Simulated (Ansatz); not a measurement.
Reaction (protonation): `COC` + H⁺ → `C[OH+]C`

Program: Ansatz. Geometries: PBE0-D4/def2-TZVP. ΔE: electronic, gas phase. CBS: MP2 limit from def2 TZ/QZ plus the TZ coupled-cluster correction, frozen cores. This one scheme is used for every species, atoms too. DFT in def2-TZVPP.

```tsv
level	ΔE (kJ/mol)
PBE-QIDH	-824.2
SCS-MP2/def2-QZVPP	-827.1
```

Question: What does CCSD(T)/CBS give? (Estimate.)

Answer: The calculation gave: -822.8 kJ/mol. The listed levels differ from it by -1.4, -4.3 kJ/mol.

Question: What do rigid-rotor, harmonic-oscillator terms from PBE0-D4/def2-TZVP frequencies (298.15 K, 1 bar) make of the CCSD(T)/CBS value? (An estimate is asked.)

Answer: Computed: ΔZPE = +35.5 kJ/mol, ΔH = -792.3 kJ/mol, ΔS = -94 J/(mol·K), ΔG = -764.4 kJ/mol.

Largest T1 diagnostic among the species: 0.010.

From PBE to PBE0 (25 % exact exchange), in def2-TZVPP and without D4, ΔE moves by −8.0 kJ/mol. In def2-TZVPP, CCSD(T) changes the Hartree–Fock value by +18.4 kJ/mol (the triples alone add +4.0 kJ/mol) and MP2 by +26.0 kJ/mol.
